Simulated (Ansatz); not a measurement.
`FP(F)F`: measurement beside calculation (Ansatz, PBE0-D4/def2-TZVP geometry).

```xyz
4

F    -1.271    0.387   -0.368
P    -0.079   -0.578   -0.028
F     0.343    0.085    1.333
F     1.006    0.106   -0.937
```

Enthalpy of formation at 298 K: -229.1 kcal/mol (zero for an element's reference state; older measured values of the G2 set, as listed by Staroverov and co-workers, J. Chem. Phys. 119, 12129, 2003). With their computed zero-point and thermal terms and the atoms' enthalpies of Curtiss and co-workers (1997) it gives an electronic atomization energy of 363.9 kcal/mol.

```tsv
level	atomization (kcal/mol)	error	error per bond
LDA (SPW92)	441.6	77.7	25.9
PBE-D4	375.3	11.4	3.8
revPBE-D4	358.5	-5.4	-1.8
BLYP-D4	367.8	3.9	1.3
r2SCAN-D4	361.2	-2.7	-0.9
B97M-V	363.1	-0.8	-0.3
PBE0-D4	355.5	-8.4	-2.8
B3LYP-D4	359.1	-4.9	-1.6
r2SCANh-D4	354.5	-9.4	-3.1
r2SCAN0-D4	344.8	-19.1	-6.4
HSE06-D4	355.9	-8.0	-2.7
BHLYP-D4	335.5	-28.4	-9.5
CAM-B3LYP-D4	365.7	1.8	0.6
ωB97X-V	365.8	1.9	0.6
ωB97M-V	367.4	3.4	1.1
B2PLYP	357.4	-6.5	-2.2
PBE-QIDH	351.9	-12.0	-4.0
PBE	373.9	10.0	3.3
revPBE	353.6	-10.3	-3.4
BLYP	364.6	0.7	0.2
r2SCAN	360.9	-3.0	-1.0
PBE0	354.4	-9.5	-3.2
B3LYP	356.8	-7.1	-2.4
r2SCANh	354.2	-9.8	-3.3
r2SCAN0	344.5	-19.4	-6.5
HSE06	354.9	-9.0	-3.0
BHLYP	333.9	-30.0	-10.0
CAM-B3LYP	364.6	0.7	0.2
LC-ωPBE	361.0	-2.9	-1.0
RPA@PBE/def2-TZVPP	321.1	-42.8	-14.3
HF/def2-TZVPP	234.2	-129.8	-43.3
MP2/def2-TZVPP	367.0	3.1	1.0
SCS-MP2/def2-TZVPP	357.4	-6.5	-2.2
CCSD/def2-TZVPP	337.5	-26.5	-8.8
CCSD(T)/def2-TZVPP	346.1	-17.8	-5.9
HF/def2-QZVPP	236.9	-127.0	-42.3
MP2/def2-QZVPP	377.7	13.7	4.6
SCS-MP2/def2-QZVPP	368.4	4.5	1.5
HF/CBS(def2)	237.3	-126.7	-42.2
MP2/CBS(def2)	384.0	20.0	6.7
CCSD/CBS(def2)	354.4	-9.5	-3.2
CCSD(T)/CBS(def2)	363.1	-0.8	-0.3
```

Functionals use def2-TZVPP; B3LYP here is the variant with VWN-RPA as its local correlation; programs differ in this. The calculations leave out spin–orbit coupling, scalar relativity and, for the correlated methods, core correlation; together these are worth up to about 1 kcal/mol a heavy atom. HSE06 is defined as in plane-wave codes. CBS adds triple-zeta CCSD(T) − MP2 to the MP2 limit. T1 = 0.014.
